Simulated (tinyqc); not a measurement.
Worked calculation: UHF in the sto-3g basis, for BH2, spin multiplicity 2. One step of it, computed by the program tinyqc.

Task: Iteration 2: diagonalisation and new density. Diagonalise F' = X^T F X, C = X C', fill 4 alpha and 3 beta electrons from the bottom; D(s) = C_occ C_occ^T; the new density keeps 0.2 of the old one (damping). Each column has its largest component positive (the first on a tie).

F(alpha) (hartree), order 1B 1s, 1B 2s, 1B 2px, 1B 2py, 1B 2pz, 2H 1s, 3H 1s:
```
[[-7.469576, -2.183161, 0.000000, 0.000000, -0.009024, -0.457579, -0.457579],
 [-2.183161, -1.144101, 0.000000, 0.000000, 0.012796, -0.530246, -0.530246],
 [0.000000, 0.000000, 0.215248, 0.000000, 0.000000, 0.000000, 0.000000],
 [0.000000, 0.000000, 0.000000, -0.128738, 0.000000, -0.330285, 0.330285],
 [-0.009024, 0.012796, 0.000000, 0.000000, -0.096967, -0.164716, -0.164716],
 [-0.457579, -0.530246, 0.000000, -0.330285, -0.164716, -0.385063, -0.110715],
 [-0.457579, -0.530246, 0.000000, 0.330285, -0.164716, -0.110715, -0.385063]]
```

F(beta) (hartree), order 1B 1s, 1B 2s, 1B 2px, 1B 2py, 1B 2pz, 2H 1s, 3H 1s:
```
[[-7.273715, -2.139689, 0.000000, 0.000000, -0.009428, -0.445302, -0.445302],
 [-2.139689, -0.984543, 0.000000, 0.000000, -0.129873, -0.499920, -0.499920],
 [0.000000, 0.000000, 0.263815, 0.000000, 0.000000, 0.000000, 0.000000],
 [0.000000, 0.000000, 0.000000, -0.081350, 0.000000, -0.307398, 0.307398],
 [-0.009428, -0.129873, 0.000000, 0.000000, 0.265547, -0.108950, -0.108950],
 [-0.445302, -0.499920, 0.000000, -0.307398, -0.108950, -0.297721, -0.090424],
 [-0.445302, -0.499920, 0.000000, 0.307398, -0.108950, -0.090424, -0.297721]]
```

X, order 1B 1s, 1B 2s, 1B 2px, 1B 2py, 1B 2pz, 2H 1s, 3H 1s:
```
[[-0.352310, 0.000000, 0.778780, 0.000000, -0.559269, 0.000000, 0.221615],
 [1.175054, 0.000000, -0.261545, 0.000000, -0.220793, 0.000000, 0.483355],
 [0.000000, 0.000000, 0.000000, 1.000000, 0.000000, 0.000000, 0.000000],
 [0.000000, 1.130798, 0.000000, 0.000000, 0.000000, 0.580276, 0.000000],
 [0.422342, 0.000000, 0.612706, 0.000000, 0.720986, 0.000000, 0.166099],
 [-0.781818, -0.844167, -0.206525, 0.000000, 0.154828, 0.388653, 0.358166],
 [-0.781818, 0.844167, -0.206525, 0.000000, 0.154828, -0.388653, 0.358166]]
```

D(alpha) after iteration 1, order 1B 1s, 1B 2s, 1B 2px, 1B 2py, 1B 2pz, 2H 1s, 3H 1s:
```
[[1.097987, -0.242513, 0.000000, 0.000000, 0.074289, -0.024752, -0.024752],
 [-0.242513, 0.930353, 0.000000, 0.000000, -0.348695, 0.001684, 0.001684],
 [0.000000, 0.000000, 0.036611, 0.000000, 0.000000, 0.000000, 0.000000],
 [0.000000, 0.000000, 0.000000, 0.161403, 0.000000, 0.171330, -0.171330],
 [0.074289, -0.348695, 0.000000, 0.000000, 0.475068, 0.228017, 0.228017],
 [-0.024752, 0.001684, 0.000000, 0.171330, 0.228017, 0.492337, -0.029253],
 [-0.024752, 0.001684, 0.000000, -0.171330, 0.228017, -0.029253, 0.492337]]
```

D(beta) after iteration 1, order 1B 1s, 1B 2s, 1B 2px, 1B 2py, 1B 2pz, 2H 1s, 3H 1s:
```
[[1.016111, -0.144380, 0.000000, 0.000000, -0.006358, -0.070881, -0.070881],
 [-0.144380, 0.537008, 0.000000, 0.000000, 0.024833, 0.181618, 0.181618],
 [0.000000, 0.000000, 0.027458, 0.000000, 0.000000, 0.000000, 0.000000],
 [0.000000, 0.000000, 0.000000, 0.160254, 0.000000, 0.171706, -0.171706],
 [-0.006358, 0.024833, 0.000000, 0.000000, 0.028813, 0.014763, 0.014763],
 [-0.070881, 0.181618, 0.000000, 0.171706, 0.014763, 0.362589, -0.122540],
 [-0.070881, 0.181618, 0.000000, -0.171706, 0.014763, -0.122540, 0.362589]]
```

overlap S, order 1B 1s, 1B 2s, 1B 2px, 1B 2py, 1B 2pz, 2H 1s, 3H 1s:
```
[[1.000000, 0.269328, 0.000000, 0.000000, 0.000000, 0.054624, 0.054624],
 [0.269328, 1.000000, 0.000000, 0.000000, 0.000000, 0.432182, 0.432182],
 [0.000000, 0.000000, 1.000000, 0.000000, 0.000000, 0.000000, 0.000000],
 [0.000000, 0.000000, 0.000000, 1.000000, 0.000000, 0.422069, -0.422069],
 [0.000000, 0.000000, 0.000000, 0.000000, 1.000000, 0.177147, 0.177147],
 [0.054624, 0.432182, 0.000000, 0.422069, 0.177147, 1.000000, 0.064789],
 [0.054624, 0.432182, 0.000000, -0.422069, 0.177147, 0.064789, 1.000000]]
```

Give: F' = X^T F X; orbital energies; coefficients C; F' = X^T F X; orbital energies; coefficients C; D(alpha) after iteration 2; D(beta) after iteration 2.

Result:

F' = X^T F X (alpha) (hartree):
```
[[0.355, 0.000, 0.741, 0.000, -0.368, 0.000, 0.234],
 [0.000, 0.706, 0.000, 0.000, 0.000, 0.129, 0.000],
 [0.741, 0.000, -3.547, 0.000, 3.022, 0.000, -1.845],
 [0.000, 0.000, 0.000, 0.215, 0.000, 0.000, 0.000],
 [-0.368, 0.000, 3.022, 0.000, -2.845, 0.000, 1.745],
 [0.000, 0.129, 0.000, 0.000, 0.000, -0.424, 0.000],
 [0.234, 0.000, -1.845, 0.000, 1.745, 0.000, -1.782]]
```

orbital energies (alpha) (hartree): [-7.474, -0.664, -0.439, -0.203, 0.215, 0.521, 0.720]

coefficients C (alpha), order 1B 1s, 1B 2s, 1B 2px, 1B 2py, 1B 2pz, 2H 1s, 3H 1s:
```
[[0.992, -0.239, 0.000, 0.122, 0.000, -0.192, 0.000],
 [0.031, 0.678, 0.000, -0.543, 0.000, 0.987, 0.000],
 [0.000, 0.000, 0.000, 0.000, 1.000, 0.000, 0.000],
 [0.000, 0.000, 0.450, 0.000, 0.000, 0.000, 1.189],
 [0.003, 0.033, 0.000, 0.800, 0.000, 0.678, 0.000],
 [-0.005, 0.314, 0.481, 0.297, 0.000, -0.787, -0.795],
 [-0.005, 0.314, -0.481, 0.297, 0.000, -0.787, 0.795]]
```

F' = X^T F X (beta) (hartree):
```
[[0.446, 0.000, 0.645, 0.000, -0.443, 0.000, 0.219],
 [0.000, 0.774, 0.000, 0.000, 0.000, 0.114, 0.000],
 [0.645, 0.000, -3.274, 0.000, 3.145, 0.000, -1.818],
 [0.000, 0.000, 0.000, 0.264, 0.000, 0.000, 0.000],
 [-0.443, 0.000, 3.145, 0.000, -2.509, 0.000, 1.728],
 [0.000, 0.114, 0.000, 0.000, 0.000, -0.367, 0.000],
 [0.219, 0.000, -1.818, 0.000, 1.728, 0.000, -1.673]]
```

orbital energies (beta) (hartree): [-7.279, -0.559, -0.379, 0.258, 0.264, 0.570, 0.785]

coefficients C (beta), order 1B 1s, 1B 2s, 1B 2px, 1B 2py, 1B 2pz, 2H 1s, 3H 1s:
```
[[0.991, -0.229, 0.000, 0.141, 0.000, -0.194, 0.000],
 [0.034, 0.633, 0.000, -0.595, 0.000, 0.988, 0.000],
 [0.000, 0.000, 0.000, 0.000, 1.000, 0.000, 0.000],
 [0.000, 0.000, 0.467, 0.000, 0.000, 0.000, 1.182],
 [0.004, 0.105, 0.000, 0.798, 0.000, 0.673, 0.000],
 [-0.006, 0.335, 0.470, 0.265, 0.000, -0.790, -0.802],
 [-0.006, 0.335, -0.470, 0.265, 0.000, -0.790, 0.802]]
```

D(alpha) after iteration 2, order 1B 1s, 1B 2s, 1B 2px, 1B 2py, 1B 2pz, 2H 1s, 3H 1s:
```
[[1.064, -0.206, 0.000, 0.000, 0.089, -0.040, -0.040],
 [-0.206, 0.791, 0.000, 0.000, -0.400, 0.042, 0.042],
 [0.000, 0.000, 0.007, 0.000, 0.000, 0.000, 0.000],
 [0.000, 0.000, 0.000, 0.194, 0.000, 0.207, -0.207],
 [0.089, -0.400, 0.000, 0.000, 0.608, 0.244, 0.244],
 [-0.040, 0.042, 0.000, 0.207, 0.244, 0.433, -0.041],
 [-0.040, 0.042, 0.000, -0.207, 0.244, -0.041, 0.433]]
```

D(beta) after iteration 2, order 1B 1s, 1B 2s, 1B 2px, 1B 2py, 1B 2pz, 2H 1s, 3H 1s:
```
[[1.031, -0.118, 0.000, 0.000, -0.018, -0.080, -0.080],
 [-0.118, 0.429, 0.000, 0.000, 0.058, 0.206, 0.206],
 [0.000, 0.000, 0.005, 0.000, 0.000, 0.000, 0.000],
 [0.000, 0.000, 0.000, 0.206, 0.000, 0.210, -0.210],
 [-0.018, 0.058, 0.000, 0.000, 0.015, 0.031, 0.031],
 [-0.080, 0.206, 0.000, 0.210, 0.031, 0.339, -0.111],
 [-0.080, 0.206, 0.000, -0.210, 0.031, -0.111, 0.339]]
```
